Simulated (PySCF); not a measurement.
# Partial charges of P2H4

Compound: P₂H₄.
Cartesian coordinates in Å at the GFN2-xTB level; atoms count from 1:
```xyz
6
P2H4 angstrom
P      0.4975    0.9021   -0.3160
P     -0.4969   -0.9046    0.3037
H      1.3561    0.9190    0.7839
H      1.4368    0.2310   -1.0996
H     -1.3636   -0.9153   -0.7900
H     -1.4268   -0.2303    1.0963
```

Density: PBE0/pcSseg-1 (PySCF); schemes: Mulliken, IAO, Hirshfeld and ESP-fitted. The structure is a single GFN2-xTB conformer in the gas phase; no vibrational or solvent corrections.

Question: Do the Mulliken, IAO, Hirshfeld and ESP-fitted schemes agree on where the charge is lowest?

Answer: The schemes don't all agree: Mulliken P1 (-0.126); IAO H3, H4, H5 and H6 (-0.007); Hirshfeld H3, H4, H5 and H6 (-0.011); ESP-fitted P2 (-0.321).

Question: At which atom do the 4 schemes differ most?

Answer: At P2: from -0.321 (ESP-fitted) to +0.023 e (Hirshfeld), 0.344 e apart.

Question: Give the atomic charges in each scheme.

Answer: In e:

| atom | environment | Mulliken | IAO | Hirshfeld | ESP-fitted |
| --- | --- | --- | --- | --- | --- |
| P1 | three-coordinate phosphorus | -0.126 | +0.014 | +0.023 | -0.320 |
| P2 | three-coordinate phosphorus | -0.125 | +0.014 | +0.023 | -0.321 |
| H3 | P–H hydrogen | +0.063 | -0.007 | -0.011 | +0.160 |
| H4 | P–H hydrogen | +0.063 | -0.007 | -0.011 | +0.160 |
| H5 | P–H hydrogen | +0.063 | -0.007 | -0.011 | +0.161 |
| H6 | P–H hydrogen | +0.063 | -0.007 | -0.011 | +0.159 |

Mean size of the charges over all atoms: ESP-fitted 0.214 e, Mulliken 0.084 e, Hirshfeld 0.015 e, IAO 0.009 e. Each set sums to the total charge, 0, to within 0.001 e. The Mulliken scheme gives each basis function's population to the atom it is centred on and halves the overlap population of two atoms between them. The IAO scheme projects the occupied orbitals on a minimal set of polarised atomic orbitals and counts the electrons in each atom's part of it.

Question: Sum the charges by element.

Answer: 
```csv
element,atoms,Mulliken,IAO,Hirshfeld,ESP-fitted
P,2,-0.251,+0.028,+0.045,-0.641
H,4,+0.251,-0.028,-0.045,+0.641
```

Question: How many electrons does the Hirshfeld scheme count on P2?

Answer: Z − q = 15 − (+0.023) = 14.977.
